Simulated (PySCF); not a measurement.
# CCSDT(Q)/STO-3G run of P2H2 (phosphanylidenephosphane)

What is the energy change on altering one bond length of P2H2 (phosphanylidenephosphane) at CCSDT(Q)/STO-3G? 

The calculation is run with PySCF 2.14.0.

8 further runs of the same task are left out: 8 set aside as unsound or not needed.

**1. The structure to begin with**

P2H2: 4 atoms, total charge 0, spin state singlet. As SMILES, `[H]/P=P/[H]`. The shape is that of a GFN2-xTB optimisation.

Bond lengths: P1–P2 2.016 Å, P1–H3 1.403 Å, P2–H4 1.403 Å. Angles: P1–P2–H4 94.8°, P2–P1–H3 94.8°.

**2. A single-point energy at CCSDT(Q)/STO-3G**

The input, run.py:

```python
# phosphanylidenephosphane
from pyscf import gto, cc

mol = gto.Mole()
mol.atom = [
    ('P', (-0.024370, -1.003630, 0.088350)),
    ('P', (0.024420, 1.003540, -0.088260)),
    ('H', (1.037260, -1.067570, 1.003320)),
    ('H', (-1.037310, 1.067660, -1.003410)),
]
mol.max_memory = 1860
mol.charge = 0
mol.basis = 'sto-3g'
mol.verbose = 3
mol.build()

mf = mol.RHF()
mf.conv_tol = 1e-10
mf.kernel()
if not mf.converged:
    mf = mf.newton().run(mf.mo_coeff, mf.mo_occ)

mycc = cc.CCSDT(mf, frozen=10)
mycc.kernel()
e_bracket, e_q = mycc.ccsdt_q()
etot = mycc.e_tot + e_q
print('E(%s) = %.9f' % ('CCSDT(Q)', etot))
```

Launch:

```
OMP_NUM_THREADS=1 python run.py
```

The program printed:

```text
converged SCF energy = -674.920235966183
_make_eris_incore_RCCSDT

WARN: A large `blksize` is being used, which may cause large memory consumption
      for storing contraction intermediates. If memory is sufficient, consider using
      `pyscf.cc.rccsdt_highm.RCCSDT` instead.

WARN: A large `blksize_oovv` is being used, which may cause large memory consumption
      for storing contraction intermediates. If memory is sufficient, consider using
      `pyscf.cc.rccsdt_highm.RCCSDT` instead.

WARN: A large `blksize_oooo` is being used, which may cause large memory consumption
      for storing contraction intermediates. If memory is sufficient, consider using
      `pyscf.cc.rccsdt_highm.RCCSDT` instead.

RCCSDT converged
E(RCCSDT) = -675.0512639765612   E_corr = -0.1310280103783324
E_corr(same-spin) = -0.00981934288435001
E_corr(oppo-spin) = -0.121208667493982
_make_eris_incore_RCCSDT
E(CCSDT(Q)) = -675.051977060
```

It took 0.62 s on 1 thread of AMD EPYC 9R45 (Zen 5), shared host; peak memory 0.12 GiB.

**3. The distorted shape at the same level**

The input, input.xyz:

```xyz
4

P     -0.236726    -0.990840    -0.094670
P     -0.187936     1.016330    -0.271280
H      1.037260    -1.067570     1.003320
H     -1.249666     1.080450    -1.186430
```

The input, calc.py:

```python
from pyscf import gto, scf, cc

mol = gto.M(
    atom='input.xyz',
    charge=0,
    basis='sto-3g',
    verbose=3,
    max_memory=1860,
)

hf = scf.RHF(mol)
hf.conv_tol = 1e-10
hf.kernel()
if not hf.converged:
    hf = hf.newton().run(hf.mo_coeff, hf.mo_occ)

mycc = cc.CCSDT(hf, frozen=10)
mycc.kernel()
e_bracket, e_q = mycc.ccsdt_q()
e_tot = mycc.e_tot + e_q
print('E(%s) = %.9f' % ('CCSDT(Q)', e_tot))
```

Launch:

```
OMP_NUM_THREADS=1 python calc.py
```

The program printed:

```text
converged SCF energy = -674.884412255213
_make_eris_incore_RCCSDT

WARN: A large `blksize` is being used, which may cause large memory consumption
      for storing contraction intermediates. If memory is sufficient, consider using
      `pyscf.cc.rccsdt_highm.RCCSDT` instead.

WARN: A large `blksize_oovv` is being used, which may cause large memory consumption
      for storing contraction intermediates. If memory is sufficient, consider using
      `pyscf.cc.rccsdt_highm.RCCSDT` instead.

WARN: A large `blksize_oooo` is being used, which may cause large memory consumption
      for storing contraction intermediates. If memory is sufficient, consider using
      `pyscf.cc.rccsdt_highm.RCCSDT` instead.

RCCSDT converged
E(RCCSDT) = -675.0289747851702   E_corr = -0.1445625299577362
E_corr(same-spin) = -0.0100379422664608
E_corr(oppo-spin) = -0.134524587691275
_make_eris_incore_RCCSDT
E(CCSDT(Q)) = -675.029761145
```

Run time: 0.62 s. Hardware: 1 thread of AMD EPYC 9R45 (Zen 5), shared host; peak memory 0.1 GiB.

**4. Outcome**

Level: CCSDT(Q)/STO-3G, 10 core orbitals frozen.

```
                                                         quantity          value
                                        first shape: total energy  -675.05198 Eh
                first shape: dipole moment (Hartree–Fock density)         0.00 D
                 first shape: HOMO energy (Hartree–Fock orbitals)       -5.86 eV
                 first shape: LUMO energy (Hartree–Fock orbitals)        4.98 eV
               first shape: HOMO–LUMO gap (Hartree–Fock orbitals)       10.84 eV
        first shape: correlation energy (10 core orbitals frozen)     -131.7 mEh
                                       first shape: T1 diagnostic          0.006
                                    distorted shape: total energy  -675.02976 Eh
            distorted shape: dipole moment (Hartree–Fock density)         0.44 D
             distorted shape: HOMO energy (Hartree–Fock orbitals)       -5.92 eV
             distorted shape: LUMO energy (Hartree–Fock orbitals)        4.92 eV
           distorted shape: HOMO–LUMO gap (Hartree–Fock orbitals)       10.84 eV
    distorted shape: correlation energy (10 core orbitals frozen)     -145.3 mEh
                                   distorted shape: T1 diagnostic          0.008
energy change with the P1–H3 bond stretched from 1.403 to 1.684 Å       0.605 eV
```

With the P1–H3 bond stretched from 1.403 to 1.684 Å the energy rises by 0.60 eV (13.9 kcal/mol). The first shape isn't relaxed at this level, so the change isn't measured from a minimum. The minimal basis adds a large error of its own. Mulliken charges (first shape) of the mean-field density run from -0.13 on H4 to +0.13 on P2. Mulliken charges (distorted shape) of the mean-field density run from -0.15 on H3 to +0.15 on P1; they depend strongly on the basis.
